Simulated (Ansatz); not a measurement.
A nudged elastic band was laid between two geometries of FH + H4Si (7 atoms, charge 0, multiplicity 1).

These are results of RKS PBE0-D4/def2-TZVP in Ansatz, not measurements.

| Item | Value |
| --- | --- |
| movable images | 7 |
| climbing image | from the first iteration |
| spring | 5.0 eV/Å² |
| optimiser | fire |
| start path | through a guess of the saddle point |
| force threshold | 0.05 eV/Å |
| iteration limit | 60 |
| end points | relaxed |

First end point:

```xyz
7
Properties=species:S:1:pos:R:3
Si 0.313 -0.001 -0.192
H 0.022 -0.004 1.274
H 1.786 0.001 -0.353
H -0.279 1.219 -0.790
H -0.277 -1.219 -0.794
F -2.628 0.003 1.751
H -1.703 0.001 1.744
```

Last end point:

```xyz
7
Properties=species:S:1:pos:R:3
Si -0.279 0.001 -0.732
H -0.368 -0.003 3.380
H 0.934 0.000 0.119
H -0.327 1.221 -1.572
H -0.328 -1.217 -1.575
F -1.564 0.001 0.225
H -0.835 -0.002 2.796
```

Problem. Which bonds break or form, and what moves?

Solution. Bonds broken: Si1–H2, F6–H7. Bonds formed: Si1–F6, H2–H7. FH + H4Si becomes FH3Si + H2.

Problem. What energy profile does the band end with?

Solution. It converged. The highest image is number 4 of 0 to 8, 31.3 kcal/mol above the first end and 54.3 kcal/mol above the last; the last end lies 23.0 kcal/mol below the first. Neighbouring images differ by up to 1.2 eV, so the band resolves the path poorly. Another band between the same ends (7 images) ends at a top of the same energy, where a vibrational analysis finds 1 clearly imaginary mode. The orbitals stay closed-shell, which can raise the energy where a bond breaks towards radicals; this wasn't checked here.

```tsv
image	path coordinate (Å)	energy (kcal/mol)	Si1–H2 (Å)	F6–H7 (Å)	Si1–F6 (Å)
0	0.00	0.0	1.49	0.93	3.52
1	0.47	0.3	1.50	0.93	3.17
2	0.93	3.2	1.51	0.93	2.73
3	1.40	14.8	1.56	0.97	2.30
4	1.87	31.3	1.70	1.21	1.94
5	2.59	2.6	2.16	1.72	1.65
6	3.32	-17.0	2.73	2.05	1.61
7	4.06	-22.2	3.42	2.26	1.60
8	4.79	-23.0	4.11	2.67	1.60
```

Problem. What is the geometry of the highest image?

Solution. 
```xyz
7
Properties=species:S:1:pos:R:3:forces:R:3
Si -0.180 0.000 -0.034 -0.01 0.00 0.01
H 0.023 -0.002 1.652 -0.01 0.00 0.00
H 1.317 -0.001 -0.026 0.00 0.00 0.00
H -0.536 1.276 -0.689 0.00 -0.01 0.01
H -0.538 -1.273 -0.693 0.00 0.01 0.01
F -1.904 0.000 0.847 -0.02 0.00 -0.02
H -0.947 -0.001 1.584 0.03 0.00 0.01
```

The band took 44 iterations and roughly 9 core-minutes.

The run took 4.8 min on 2 threads of Arm Neoverse V1, on a shared host, peak memory 0.14 GiB.
